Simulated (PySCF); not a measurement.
**Calculated NMR parameters of C=CC(=O)C=C**

```yaml
Formula: C5H6O
SMILES: C=CC(=O)C=C
InChI: InChI=1S/C5H6O/c1-3-5(6)4-2/h3-4H,1-2H2
Point_group_of_the_computed_structure: C2v
Degrees_of_unsaturation: 3
Carbon_signals: 3
Proton_signals: 3
```

Mapped SMILES: `[CH2:1]=[CH:2][C:3](=[O:4])[CH:5]=[CH2:6]`; H(Xn) means a hydrogen on atom n. Ha(C1), Ha(C6) are cis to C3; Hb(C1), Hb(C6) are trans to C3.

Theoretical values (PySCF 2.14): geometry from GFN2-xTB, NMR shieldings at PBE0/pcSseg-1/GIAO, J couplings at B3LYP/pcJ-1 (without the spin–dipole term). One computed conformer, averaged over atoms made equivalent by symmetry, fast rotation or ring inversion, non-relativistic, no solvent.

Chemical shifts δ = σref − σ; $^{1}$H (σref 31.72) and $^{13}$C (σref 186.93) vs TMS; $^{17}$O (σref 336.08) against H2O, all at this level.

| carbon | δC, type | δH (multiplicity, J in Hz) | HMBC from (abs. J ≥ 3 Hz) | span of the C tensor (ppm) |
| --- | --- | --- | --- | --- |
| C1/C6 | 140.8, CH2 | Hb(C1) 6.20 (d, 11.2); Ha(C1) 7.11 (d, 17.9) | – | 252 |
| C2/C5 | 142.1, CH | 6.67 (dd, 17.9, 11.2) | Ha(C1)/Ha(C6) | 210 |
| C3 | 189.1, C | – | Ha(C1)/Ha(C6), H(C2)/H(C5), Hb(C1)/Hb(C6) | 195 |

Other nuclei:
```csv
atoms,nucleus,environment,δ (ppm),σ (ppm)
O4,$^{17}$O,ketone oxygen,580.8,-244.7
```

Selected couplings (Hz, signed; the shortest-range and largest first, 30 at most; isotopes $^{13}$C, $^{1}$H): $^{1}J$(C1,Ha(C1)) 168.1, $^{1}J$(C1,Hb(C1)) 165.9, $^{1}J$(C2,H(C2)) 162.5, $^{1}J$(C1,C2) 76.1, $^{1}J$(C2,C3) 57.4, $^{3}J$(Ha(C1),H(C2)) 17.9, $^{3}J$(Hb(C1),H(C2)) 11.2, $^{3}J$(C1,C5) 2.5.

1. Carbon types of the structure: 1 × C, 2 × CH, 2 × CH2, which accounts for all hydrogens.
2. δC 189.1: ketone carbonyl carbon; low-lying n→π* states of the double bond to the heteroatom give a large paramagnetic term (-250 ppm).
3. δC 142.1: α carbon of a C=C–C=O unit; the olefinic region.
4. δC 140.8: β carbon of a C=C–C=O unit; conjugation with the carbonyl draws π density from the β position.
5. δH 7.11, 6.20: hydrogen on a β carbon of a C=C–C=O unit; olefinic region.
6. δH 6.67: hydrogen on an α carbon of a C=C–C=O unit; a vinylic proton, deshielded by the sp2 carbon and the C=C anisotropy.
7. The protons at 7.11 and 6.67 share a coupling of 17.9 Hz (vicinal, trans across C=C).
8. The protons at 6.20 and 6.67 share a coupling of 11.2 Hz (vicinal, cis across C=C).

Splittings below 1 Hz are ignored in the labels, and close J values are merged. Unscaled 3J(H,H) at this level run about 10 % above measured values. Shifts are as computed. Against solution values, carbons near 30 ppm lie about +3 ppm off and those near 130 ppm about +5 ppm. Of 1211 compounds with measured shifts, 218 miss one by over three times the rms of a fit or turn the order of signals round; such compounds aren't used in these exercises. Unscaled 17O shifts of doubly bonded oxygen tend to come out too high, by tens of ppm or more. Experimental scales use liquid or dissolved standards, which lie at an offset from isolated H2O (liquid H2O: subtract about 36 ppm).
